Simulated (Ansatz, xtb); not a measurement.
# C2H6S2: 6 structures ranked

6 gas-phase structures of C2H6S2, found in a search over its isomers (lower ones may exist). Each was relaxed with GFN2-xTB; where two conformers were screened, the lower at r2SCAN-D4/def2-SVP is listed:

A. `CC(S)S`, a singlet
B. `SCCS`, a singlet
C. `CSCS`, a singlet
D. `CS(C)=S`, a singlet
E. `CSSC`, a singlet
F. `CCSS`, a singlet

Task: Estimate their order in r2SCAN-D4/def2-SVP energy at these geometries, lowest first.

Result: Calculated order at r2SCAN-D4/def2-SVP: F (0.000), E (0.096), B (0.135), A (0.187), C (0.271), D (0.873) eV. Less than 1 kcal/mol parts E and B, so the order within that pair means little.

Energies above the lowest of each column, in eV; the last columns are at B3LYP-D3(BJ)/def2-SVP geometries and were run for some of them only (a dash: not run or not comparable):

```tsv
structure	GFN2-xTB	HF/STO-3G	r2SCAN-D4/def2-SVP	B3LYP-D3(BJ)/def2-SVP	CCSD(T)/def2-SVP + ΔMP2/def2-TZVPP
F	0.000	0.163	0.000	0.000	0.000
E	0.132	0.000	0.096	0.099	0.058
B	0.655	0.531	0.135	0.155	0.201
A	0.667	0.517	0.187	0.203	–
C	0.785	0.259	0.271	–	–
D	0.847	2.885	0.873	–	–
```

CCSD(T)/def2-SVP + ΔMP2/def2-TZVPP puts F lowest of those it was run on; HF/STO-3G picks E. Flexible structures stand in one conformer each, not always the lowest. Frequencies (B3LYP-D3(BJ)/def2-SVP) were run for B, E, F alone. The ΔMP2 step shifts differences by up to 0.273 eV, which makes them less sure. ΔMP2 is the change of the MP2 energy from the smaller to the larger basis.

Over these structures GFN2-xTB departs from r2SCAN-D4/def2-SVP by 0.251 eV on average once a common shift is removed. A GFN2-xTB relaxation took about 0.052 s and the r2SCAN-D4/def2-SVP energy about 1.5 s on a shared host (Ansatz 0.2.0, xtb 6.7.1).
